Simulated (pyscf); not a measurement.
`[H][H]` + `[H]` [doublet] -> `[H][H]` + `[H]` [doublet] (hydrogen abstraction; doublet surface; H–H broken, H–H formed). Single points on ωB97X-D3(BJ)/def2-SVP structures (PySCF, gas phase). Energies in kcal/mol from the separated reactants.

```
level                   barrier  reaction energy
----------------------  -------  ---------------
ωB97X-D3(BJ)/def2-TZVP      [?]              0.0
PBE/def2-TZVP               3.8              0.0
r²SCAN/def2-TZVP            2.5              0.0
B3LYP-D3(BJ)/def2-TZVP      3.8              0.0
ωB97M-D3(BJ)/def2-TZVP      [?]              0.0
HF/def2-TZVP               17.3              0.0
```

### Question
Fill in the missing entries.

### Answer

- ωB97X-D3(BJ)/def2-TZVP, barrier: 9.0
- ωB97M-D3(BJ)/def2-TZVP, barrier: 8.2

The functionals in the table span 6.5 kcal/mol in this barrier, from r²SCAN to ωB97X-D3(BJ)/def2-TZVP. The angle at the transferred H is 180°.
